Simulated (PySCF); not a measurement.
Streptocyanine-1, CH₅N₂ (charge +1).
SMILES: `NC=[NH2+]`

Torsions of this conformer, `[NH2:1][CH:2]=[NH2+:3]`: H–N1–C2–N3 0°, H–N1–C2–N3 180°.

The closed-shell ground state was solved at several levels (PySCF, density fitting, gas phase, non-relativistic). One conformer (not necessarily the lowest) at the PBE0-D3(BJ)/def2-TZVP geometry, without solvent, vibrations or thermal averaging.

```
                level  basis functions  total energy (Eh)  HOMO (eV)  LUMO (eV)  gap (eV)
CAM-B3LYP/aug-cc-pVTZ              253          -150.3738     -15.79      -5.08     10.71
  wB97X-D/aug-cc-pVTZ              253          -150.3971     -16.25      -4.34     11.91
        PBE0/pcSseg-2              178          -150.2742     -14.41      -6.20      8.21
```

What might PBE0/aug-cc-pVTZ (253 basis functions) give for the same quantities?

Total energy -150.2709 Eh, HOMO -14.39 eV, LUMO -6.24 eV, gap 8.15 eV.

Over all these levels, which gives the widest orbital gap and which the narrowest?

wB97X-D/aug-cc-pVTZ (range-separated hybrid) has the widest, 11.91 eV, and PBE0/aug-cc-pVTZ (global hybrid, 25 % exact exchange) the narrowest, 8.15 eV. The two share the basis. From the narrowest to the widest the HOMO moves by -1.86 eV and the LUMO by +1.90 eV.

The pairwise dispersion term of wB97X-D wasn't added to the energies; at a given geometry it leaves orbitals and properties as they are.
